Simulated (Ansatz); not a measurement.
**N2O: relaxing the atoms, harmonic vibrations and batch of displaced points**

Aim: for N2O, 3 runs in a chain (relaxing the atoms, harmonic vibrations and batch of displaced points).

Method: CCSD(T) on Hartree-Fock, Gaussian basis cc-pVDZ, in Ansatz 0.2.0.

### 1 Starting point

Bond lengths: N1–N2 1.128 Å, N2–O3 1.186 Å. Angles: N1–N2–O3 180.0°.

Coordinates:

```xyz
3

N     0.0000    0.0000   -1.1280
N     0.0000    0.0000    0.0000
O     0.0000    0.0000    1.1860
```

### 2 Relaxing the atoms: N2O

File input.yaml:

```yaml
relax:
  f_tol: 0.001
  max_steps: 200
crystal:
  periodic: [false, false, false]
  atoms:
    - { symbol: "N", position_ang: [0.0, 0.0, -1.128] }
    - { symbol: "N", position_ang: [0.0, 0.0, 0.0] }
    - { symbol: O, position_ang: [0.0, 0.0, 1.186] }
basis:
  gaussian: { orbitals: cc-pVDZ }
hamiltonian:
  xc: hf
correlation:
  method: ccsd_t
scf:
  lower_state_search: "off"
```

Run with:

```console
> ansatz run input.yaml --threads 4 --pin off --max-ram 14336MiB --backend cpu --events-out ev --progress --plain --runs-dir out
```

Log (excerpt; [...] marks lines left out):

```text
Warning: RAYON_NUM_THREADS=4 ignored (pool sized by the plan → 4); use --threads N
[...]
Functional definition: HF
[...]
438 factors; integrals over basis functions are off by at most 3.7e-4 eV
[...]
mean field -4998.61428673 eV, -183.6956868549 hartree, gradient 1.9e-6 eV, S^2 0.000000; 0 other end points of the search recorded, 0 dependent functions left out
3 core orbitals not correlated: weight in the atoms' cores, before any rotation towards them, 1.000 or more for the frozen orbitals, at most 0.000 for the correlated occupied ones
reference -4998.61428673 eV, -183.6956868549 hartree; 8, 8 occupied and 31, 31 virtual orbitals, 438 factors
second order -14.32374214 eV of doubles, -0.00000000 eV of singles
cycle   1  -13.20073167 eV  change     1.1e0 eV  update   1.4e-1
[...]
perturbative correction -0.65564403 eV, -0.0240944737 hartree
[...]
relax step   1: F+E_penalty+E_count = -5013.23450417 eV  Δ(F+E_penalty+E_count) = +0.000e0 eV  max|allowed force component| = 2.443e0 eV/Å  Δτ_max = 0.0000 Å  (48 SCF iters, accepted)
[...]
relax step   4: F+E_penalty+E_count = -5013.26199801 eV  Δ(F+E_penalty+E_count) = -3.981e-6 eV  max|allowed force component| = 1.287e-3 eV/Å  Δτ_max = 0.0002 Å  (28 SCF iters, accepted)
[...]
relax step   5: F+E_penalty+E_count = -5013.26199810 eV  Δ(F+E_penalty+E_count) = -9.360e-8 eV  max|allowed force component| = 1.289e-5 eV/Å  Δτ_max = 0.0000 Å  (25 SCF iters, accepted)
Total energy: -5013.26199810 eV, -184.2339803193 hartree
Atom 0 at    -0.000000     0.000000    -1.144263 Å, force    -0.000000    -0.000000     0.000009 eV/Å
Atom 1 at     0.000000    -0.000000     0.003505 Å, force     0.000000     0.000000    -0.000013 eV/Å
Atom 2 at     0.000000     0.000000     1.198758 Å, force    -0.000000     0.000000     0.000004 eV/Å
Dipole moment:     0.000000    -0.000000    -0.014766 e Å
Checks for a lower state left out: starts, cluster_reference, orbital_swaps, neighbouring_geometries, increment
```

Run time: 2 s. Hardware: 4 threads of Intel Xeon 6975P-C (Granite Rapids), shared host; peak memory 0.14 GiB.

The steps of the relaxation:

```
step  E - E(step 1) (eV)  largest force component (eV/Å)
   1              0.0000                          2.4434
   2             -0.0274                          0.1389
   3             -0.0275                          0.0268
   4             -0.0275                          0.0013
   5             -0.0275                          0.0000
```

Step 1 is the start.

Before: Bond lengths: N1–N2 1.128 Å, N2–O3 1.186 Å. Angles: N1–N2–O3 180.0°.

After: Bond lengths: N1–N2 1.148 Å, N2–O3 1.195 Å. Angles: N1–N2–O3 180.0°.

### 3 Harmonic vibrations

It takes the final geometry of step 2.

File input.yaml:

```yaml
crystal:
  periodic: [false, false, false]
  atoms:
    - { symbol: "N", position_ang: [0.0, 0.0, -1.14426338] }
    - { symbol: "N", position_ang: [0.0, 0.0, 0.00350534] }
    - { symbol: O, position_ang: [0.0, 0.0, 1.19875804] }
basis:
  gaussian: { orbitals: cc-pVDZ }
hamiltonian:
  xc: hf
correlation:
  method: ccsd_t
scf:
  lower_state_search: "off"
phonons: {}
```

Run with:

```console
> ansatz run input.yaml --threads 4 --pin off --max-ram 14336MiB --backend cpu --events-out ev --progress --plain --runs-dir out
```

Log (excerpt; [...] marks lines left out):

```text
Warning: RAYON_NUM_THREADS=4 ignored (pool sized by the plan → 4); use --threads N
[...]
Functional definition: HF
[...]
438 factors; integrals over basis functions are off by at most 3.9e-4 eV
[...]
mean field -4998.45868400 eV, -183.6899685601 hartree, gradient 2.6e-6 eV, S^2 0.000000; 0 other end points of the search recorded, 0 dependent functions left out; unrestricted orbitals would lower it
3 core orbitals not correlated: weight in the atoms' cores, before any rotation towards them, 1.000 or more for the frozen orbitals, at most 0.000 for the correlated occupied ones
reference -4998.45868400 eV, -183.6899685601 hartree; 8, 8 occupied and 31, 31 virtual orbitals, 438 factors
second order -14.54251765 eV of doubles, -0.00000000 eV of singles
cycle   1  -13.29530582 eV  change     1.2e0 eV  update   1.5e-1
[...]
perturbative correction -0.68757645 eV, -0.0252679687 hartree
[...]
3 core orbitals not correlated: weight in the atoms' cores, before any rotation towards them, 1.000 or more for the frozen orbitals, at most 0.000 for the correlated occupied ones
reference -4998.45861404 eV, -183.6899659890 hartree; 8, 8 occupied and 31, 31 virtual orbitals, 438 factors
second order -14.54255305 eV of doubles, -0.00000000 eV of singles
[...]
perturbative correction -0.68758229 eV, -0.0252681830 hartree
[...]
438 factors; integrals over basis functions are off by at most 3.9e-4 eV
mean field -4998.45861404 eV, -183.6899659890 hartree, gradient 6.2e-6 eV, S^2 0.000000; 0 other end points of the search recorded, 0 dependent functions left out; unrestricted orbitals would lower it
3 core orbitals not correlated: weight in the atoms' cores, before any rotation towards them, 1.000 or more for the frozen orbitals, at most 0.000 for the correlated occupied ones
reference -4998.45861404 eV, -183.6899659890 hartree; 8, 8 occupied and 31, 31 virtual orbitals, 438 factors
second order -14.54255305 eV of doubles, -0.00000000 eV of singles
[...]
cycle   3  -14.10136974 eV  change   -1.5e-1 eV  update   2.4e-2
```

### 4 More of the same log: ccD-vib

Output, continued (excerpt; [...] marks lines left out):

```text
cycle   4  -14.11668382 eV  change   -1.5e-2 eV  update   9.1e-3
[...]
perturbative correction -0.68758260 eV, -0.0252681944 hartree
[...]
438 factors; integrals over basis functions are off by at most 3.9e-4 eV
mean field -4998.45861404 eV, -183.6899659890 hartree, gradient 6.2e-6 eV, S^2 0.000000; 0 other end points of the search recorded, 0 dependent functions left out; unrestricted orbitals would lower it
3 core orbitals not correlated: weight in the atoms' cores, before any rotation towards them, 1.000 or more for the frozen orbitals, at most 0.000 for the correlated occupied ones
reference -4998.45861404 eV, -183.6899659890 hartree; 8, 8 occupied and 31, 31 virtual orbitals, 438 factors
second order -14.54255305 eV of doubles, -0.00000000 eV of singles
[...]
perturbative correction -0.68758235 eV, -0.0252681855 hartree
[...]
reference -4998.46470436 eV, -183.6901898042 hartree; 8, 8 occupied and 31, 31 virtual orbitals, 438 factors
second order -14.53853041 eV of doubles, -0.00000000 eV of singles
[...]
cycle  11  -14.11052983 eV  change    3.8e-6 eV  update   2.2e-6
[...]
perturbative correction -0.68652183 eV, -0.0252292119 hartree
[...]
Total energy: -5013.26199801 eV, -184.2339803159 hartree
Atom 0 at     0.000000     0.000000    -1.144263 Å, force     0.000000     0.000000     0.000008 eV/Å
Atom 1 at     0.000000     0.000000     0.003505 Å, force     0.000000    -0.000000    -0.000013 eV/Å
Atom 2 at     0.000000     0.000000     1.198758 Å, force     0.000000     0.000000     0.000004 eV/Å
Dipole moment:    -0.000000    -0.000000    -0.014766 e Å
Vibrations: 579.84 579.84 1307.29 2283.19 cm⁻¹, zero-point energy 0.294472 eV
Checks for a lower state left out: starts, cluster_reference, orbital_swaps, neighbouring_geometries, increment
```

It took 6.9 s on 4 threads of Intel Xeon 6975P-C (Granite Rapids), shared host; peak memory 0.14 GiB.

Harmonic frequencies from the force constants, with rigid motions projected out (i: imaginary):

```
mode  cm⁻¹
   1   580
   2   580
   3  1307
   4  2284
```

### 5 Batch of displaced points

It takes final geometries of earlier steps.

File input.yaml:

```yaml
basis:
  gaussian: { orbitals: cc-pVDZ }
hamiltonian:
  xc: hf
correlation:
  method: ccsd_t
scf:
  lower_state_search: "off"
batch:
  members: [po.yaml, p0_1.yaml, p0_m1.yaml, p0_2.yaml, p0_m2.yaml, p1_1.yaml, ...]
output:
  forces: true
# p0_1.yaml, one of 41 members:
crystal:
  periodic: [false, false, false]
  atoms:
    - { symbol: "N", position_ang: [0.0, 0.00813236, -1.14426338] }
    - { symbol: "N", position_ang: [0.0, -0.01594164, 0.00350534] }
    - { symbol: O, position_ang: [0.0, 0.0068368, 1.19875804] }
```

Run with:

```console
> ansatz run input.yaml --threads 4 --pin off --max-ram 14336MiB --backend cpu --events-out ev --progress --plain --runs-dir out
```

Log (excerpt; [...] marks lines left out):

```text
Warning: RAYON_NUM_THREADS=4 ignored (pool sized by the plan → 4); use --threads N
[...]
Functional definition: HF
[...]
Member 1: Total energy: -5013.25875839 eV, -184.2338612620 hartree
Member 1: Atom 0 at     0.000000     0.008132    -1.144263 Å, force    -0.000000    -0.141161     0.017745 eV/Å
Member 1: Atom 1 at     0.000000    -0.015942     0.003505 Å, force    -0.000000     0.276515    -0.009509 eV/Å
Member 1: Atom 2 at     0.000000     0.006837     1.198758 Å, force     0.000000    -0.135354    -0.008235 eV/Å
Member 1: Dipole moment:     0.000000    -0.006030    -0.014992 e Å
Member 1: Checks for a lower state left out: starts, cluster_reference, orbital_swaps, neighbouring_geometries, increment
Member 2: Total energy: -5013.25875982 eV, -184.2338613147 hartree
Member 2: Atom 0 at     0.000000    -0.008132    -1.144263 Å, force     0.000000     0.141161     0.017742 eV/Å
[...]
Member 18: Atom 0 at     0.000000    -0.008132    -1.152351 Å, force     0.000000     0.148249     0.713223 eV/Å
Member 18: Atom 1 at     0.000000     0.015942     0.001180 Å, force    -0.000000    -0.292388     0.168748 eV/Å
Member 18: Atom 2 at     0.000000    -0.006837     1.207874 Å, force    -0.000000     0.144139    -0.881971 eV/Å
Member 18: Dipole moment:     0.000000     0.005813    -0.024683 e Å
Member 18: Checks for a lower state left out: starts, cluster_reference, orbital_swaps, neighbouring_geometries, increment
Member 19: Total energy: -5013.25147681 eV, -184.2335936690 hartree
Member 19: Atom 0 at     0.000000     0.008132    -1.136176 Å, force    -0.000000    -0.133649    -0.708861 eV/Å
Member 19: Atom 1 at     0.000000    -0.015942     0.005831 Å, force     0.000000     0.258710    -0.241475 eV/Å
Member 19: Atom 2 at     0.000000     0.006837     1.189642 Å, force     0.000000    -0.125061     0.950336 eV/Å
Member 19: Dipole moment:    -0.000000    -0.006250    -0.005020 e Å
Member 19: Checks for a lower state left out: starts, cluster_reference, orbital_swaps, neighbouring_geometries, increment
```

### 6 The output, continued: ccD-anh

Output, continued (excerpt; [...] marks lines left out):

```text
Member 17: Total energy: -5013.25146788 eV, -184.2335933408 hartree
Member 17: Atom 0 at     0.000000     0.008132    -1.152351 Å, force     0.000000    -0.148249     0.713225 eV/Å
Member 17: Atom 1 at     0.000000    -0.015942     0.001180 Å, force     0.000000     0.292388     0.168745 eV/Å
Member 17: Atom 2 at     0.000000     0.006837     1.207874 Å, force     0.000000    -0.144139    -0.881970 eV/Å
Member 17: Dipole moment:    -0.000000    -0.005813    -0.024683 e Å
Member 17: Checks for a lower state left out: starts, cluster_reference, orbital_swaps, neighbouring_geometries, increment
Member 23: Total energy: -5013.25147692 eV, -184.2335936730 hartree
Member 23: Atom 0 at     0.008132     0.000000    -1.136176 Å, force    -0.133649    -0.000000    -0.708862 eV/Å
Member 23: Atom 1 at    -0.015942     0.000000     0.005831 Å, force     0.258710     0.000000    -0.241474 eV/Å
[...]
Member 39: Atom 1 at     0.000000     0.000000     0.009029 Å, force    -0.000000     0.000000    -1.758800 eV/Å
Member 39: Atom 2 at     0.000000     0.000000     1.205573 Å, force    -0.000000     0.000000    -0.207272 eV/Å
Member 39: Dipole moment:     0.000000     0.000000    -0.005048 e Å
Member 39: Checks for a lower state left out: starts, cluster_reference, orbital_swaps, neighbouring_geometries, increment
Member 40: Total energy: -5013.24090277 eV, -184.2332050801 hartree
Member 40: Atom 0 at     0.000000     0.000000    -1.141396 Å, force     0.000000    -0.000000     0.668588 eV/Å
Member 40: Atom 1 at     0.000000     0.000000     0.013679 Å, force    -0.000000     0.000000    -2.446851 eV/Å
Member 40: Atom 2 at     0.000000     0.000000     1.187341 Å, force     0.000000    -0.000000     1.778263 eV/Å
Member 40: Dipole moment:    -0.000000     0.000000     0.015582 e Å
Member 40: Checks for a lower state left out: starts, cluster_reference, orbital_swaps, neighbouring_geometries, increment
```

Wall time 7.9 s (4 threads of Intel Xeon 6975P-C (Granite Rapids), shared host); peak memory 0.26 GiB.

### 7 Summary of results

| step | energy above the lowest (eV) | charge | 2S+1 typed | ⟨S²⟩ | dipole (D) | time |
| --- | --- | --- | --- | --- | --- | --- |
| 2 | 0.000 | 0 | 1 | 0.00 | 0.07 | 2 s |
| 3 | 0.000 | 0 | 1 | 0.00 | 0.07 | 6.9 s |
| 5 | 0.000 | 0 | 1 | 0.00 | 0.07 | 7.9 s |

| quantity | value |
| --- | --- |
| harmonic frequencies (step 3) | 580 to 2284 cm⁻¹ |
| zero-point energy (step 3) | 0.295 eV |

In step 3 all modes are real: a minimum.
